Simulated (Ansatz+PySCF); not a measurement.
A calculation with Ansatz (development build ahead of 0.2.0).

```yaml
crystal:
  periodic: [false, false, false]
  atoms:
    - { symbol: F, position_ang: [0.0, 0.0, -0.74328] }
    - { symbol: F, position_ang: [0.0, 0.0, 0.74328] }
basis:
  gaussian: { orbitals: def2-SVP }
hamiltonian:
  xc: hf
```

The input is written out in the form of the current development build from the run's settings.

Output:

| Quantity | Value |
| --- | --- |
| Converged | yes |
| Total energy | -198.49512 hartree |
| Spin squared of the determinant | 0.000 |
| Stability test | minimum among restricted orbitals |
| Occupied orbitals by symmetry in an Abelian subgroup (alpha; beta) | 3 Ag 2 B1u 1 B2g 1 B2u 1 B3g 1 B3u; 3 Ag 2 B1u 1 B2g 1 B2u 1 B3g 1 B3u |

Caution: an unrestricted determinant lies well below.
